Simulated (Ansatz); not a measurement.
What does this script print? It uses Ansatz's Python interface.

The script, `c3h6o3.py`:
```python
"""Rank force-field conformers of C3H6O3 by single points."""

import ansatz as az
from rdkit import Chem
from rdkit.Chem import AllChem

rd = Chem.AddHs(Chem.MolFromSmiles("COCC(=O)O"))
ids = list(AllChem.EmbedMultipleConfs(rd, numConfs=20, randomSeed=980, pruneRmsThresh=0.4))
field = [energy for _, energy in AllChem.MMFFOptimizeMoleculeConfs(rd)]
distinct = {round(e, 2): i for i, e in zip(ids, field)}
chosen = sorted(distinct.items())[:5]
found = []
for force_field, index in chosen:
    c3h6o3 = az.Crystal.molecule()
    for atom, xyz in zip(rd.GetAtoms(), rd.GetConformer(index).GetPositions()):
        c3h6o3 = c3h6o3.atom(atom.GetSymbol(), xyz.round(5).tolist())
    model = (
        c3h6o3.calculation()
        .basis(gaussian="def2-SVP")  # the orbital basis, by name
        .functional("b3lyp")
        .accuracy("medium")  # preset for grids and thresholds
    )
    found.append(model.run(threads=1).report["free_energy_ev"])
print("conformer   MMFF (kcal/mol)   this level (kcal/mol)")
for (force_field, index), e in zip(chosen, found):
    print(f"{index:9d} {force_field - chosen[0][0]:17.2f} {23.060548 * (e - min(found)):17.3f}")
```

```console
$ python c3h6o3.py
conformer   MMFF (kcal/mol)   this level (kcal/mol)
        0              0.00             0.000
        2              2.32             0.772
        1              3.04             2.096
```

Notes:
- These settings explore the input space; basis and method may be short of convergence.
- The conformers keep their force-field geometries.
- b3lyp holds the VWN-RPA fit, as in Gaussian; the form of ORCA and Turbomole is b3lyp5.
- The whole script took 10 s on 1 thread of Arm Neoverse V2, on a shared host, peak memory 0.33 GiB.
